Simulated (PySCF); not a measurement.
C5H10.
InChI=1S/C5H10/c1-2-5-3-4-5/h5H,2-4H2,1H3

Torsions of this conformer, `[CH3:1][CH2:2][CH:3]1[CH2:4][CH2:5]1`: C1–C2–C3–C4 -84°.

The closed-shell ground state was solved at several levels (PySCF, density fitting, gas phase, non-relativistic). One conformer (not necessarily the lowest) at the PBE0-D3(BJ)/def2-TZVP geometry, without solvent, vibrations or thermal averaging.

```json
{"level": "B97-2/pcSseg-2", "basis functions": "320", "total energy (Eh)": "-196.5291", "HOMO (eV)": "-7.63", "LUMO (eV)": "0.85", "gap (eV)": "8.48", "dipole (D)": "0.12"}
{"level": "PBE0/pcSseg-2", "basis functions": "320", "total energy (Eh)": "-196.3526", "HOMO (eV)": "-7.90", "LUMO (eV)": "0.82", "gap (eV)": "8.72", "dipole (D)": "0.12"}
{"level": "KT3/pcSseg-2", "basis functions": "320", "total energy (Eh)": "-199.8313", "HOMO (eV)": "-6.69", "LUMO (eV)": "-0.06", "gap (eV)": "6.63", "dipole (D)": "0.11"}
```

Task: What might wB97X-D/pcSseg-2 (320 basis functions) give for the same quantities?

Result: Total energy -196.5340 Eh, HOMO -9.76 eV, LUMO 2.49 eV, gap 12.25 eV, dipole 0.13 D.

Task: Over all these levels, which gives the widest orbital gap and which the narrowest?

Result: wB97X-D/pcSseg-2 (range-separated hybrid) has the widest, 12.25 eV, and KT3/pcSseg-2 (GGA) the narrowest, 6.63 eV. From the narrowest to the widest the HOMO moves by -3.07 eV and the LUMO by +2.55 eV.

Task: In the pcSseg-2 basis, how does the gap go with the fixed share of exact exchange?

Result: KT3 (0 %) 6.63 eV; B97-2 (21 %) 8.48 eV; PBE0 (25 %) 8.72 eV. Each rise in the share widens the gap here.

Task: How far do the dipole and the HOMO energy spread over the levels?

Result: The dipole runs from 0.11 to 0.13 D (mean 0.12 D) and the HOMO from -9.76 to -6.69 eV.

wB97X-D is run here without its empirical dispersion term; that term would change no orbital, density or response property at a fixed geometry.
